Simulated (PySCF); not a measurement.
Compound: C₄H₇OS (doublet state).
Geometry (GFN2-xTB, Å), atoms numbered from 1 in this order:
```
atom  x, y, z in Å
C1    -1.091    0.183   -1.431
C2    -0.745    0.373   -0.124
C3    -1.509    0.165    0.994
S4     0.960    1.025    0.172
C5     1.638   -0.651    0.578
O6     1.504    1.362   -1.142
H7    -0.377    0.426   -2.199
H8    -2.060   -0.181   -1.724
H9    -1.128    0.390    1.974
H10   -2.512   -0.218    0.923
H11    2.704   -0.540    0.745
H12    1.462   -1.318   -0.259
H13    1.150   -1.015    1.475
```

The hyperfine couplings belong to this conformer and change with its torsions.

The species is `[CH2]C(=C)[S@@](C)=O` [radical].

Level of theory: UKS B3LYP, pcH-1 on C H O S, non-relativistic, mean-field spin-orbit, GIAO in PySCF. Isolated species at its GFN2-xTB geometry (one conformer only). Couplings are sensitive to structure, and on GFN2-xTB geometries they can be far from those on DFT ones. The SCF solution wasn't tested for stability. ⟨S²⟩ is 0.778 where a pure state has 0.75.

(1) Where do the isotropic ENDOR lines of H9, H7, H10 and H8 fall at 344.1 mT, to first order?

(2) Which pairs are centred on the nuclear Larmor frequency, and which on half the coupling?

(3) At what field would the lower line of H10 fall to zero frequency?

Answers

(1) ν± = |νn ± a/2|, one line for each electron-spin manifold; νn = |g_N| × 7.62259 MHz/T × B.

```json
{"nuclei": "H9", "isotope": "1H", "g_N": "5.5857", "νn (MHz)": "14.65", "a_iso (MHz)": "-43.16", "lower line (MHz)": "6.93", "upper line (MHz)": "36.23"}
{"nuclei": "H7", "isotope": "1H", "g_N": "5.5857", "νn (MHz)": "14.65", "a_iso (MHz)": "-42.10", "lower line (MHz)": "6.40", "upper line (MHz)": "35.70"}
{"nuclei": "H10", "isotope": "1H", "g_N": "5.5857", "νn (MHz)": "14.65", "a_iso (MHz)": "-41.80", "lower line (MHz)": "6.25", "upper line (MHz)": "35.55"}
{"nuclei": "H8", "isotope": "1H", "g_N": "5.5857", "νn (MHz)": "14.65", "a_iso (MHz)": "-39.97", "lower line (MHz)": "5.33", "upper line (MHz)": "34.63"}
```

(2) No pair is centred on νn. Centred on |a|/2 and split by 2νn: H9, H7, H10 and H8.

(3) Where νn = |a|/2, that is B = 20.90 MHz/(5.5857 × 7.62259 MHz/T) = 491 mT, as far as first order holds there.

H7 and H8 aren't averaged: C1 is flat or nearly so (angle sum 360°), and its turn about the short C1–C2 bond (1.37 Å) is taken as slow.

The run took 55 s wall (with the writing of density and orbital grids) on Arm Neoverse V2, one thread (shared host), and the process peaked at 0.83 GiB of memory.
